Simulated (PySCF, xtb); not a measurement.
ozone (O₃), SMILES [O+](=O)[O-].

Geometry optimised at PBE0-D3(BJ)/def2-TZVP. The molecule may have multireference character, which single-reference levels describe poorly.

These are C-PCM-PBE0/def2-SVP run with PySCF 2.14.0 values and carry that method's errors.

The values are the electrostatic part of the solvation free energy, E(continuum) − E(gas) at the gas-phase geometry, in a cavity of scaled van der Waals radii (PySCF's table); cavitation and dispersion terms are not included. In vacuum the orbital gap is 4.77 eV. The dipole moment in vacuum is 0.65 D.

Estimate the values in water (ε = 78.36), benzene (ε = 2.27), ethanol (ε = 24.85). (Estimate from the structure and the level; the computed values follow.)


| solvent | ε | ΔG(elec) (kcal/mol) | dipole (D) | gap (eV) |
|---|---|---|---|---|
| water | 78.36 | -1.5 | 0.74 | 4.81 |
| benzene | 2.27 | -0.8 | 0.70 | 4.79 |
| ethanol | 24.85 | -1.4 | 0.74 | 4.81 |

For comparison, GFN2-xTB/ALPB(water) (xtb, at the GFN2-xTB geometry, all terms of that model) gives 3.3 kcal/mol.
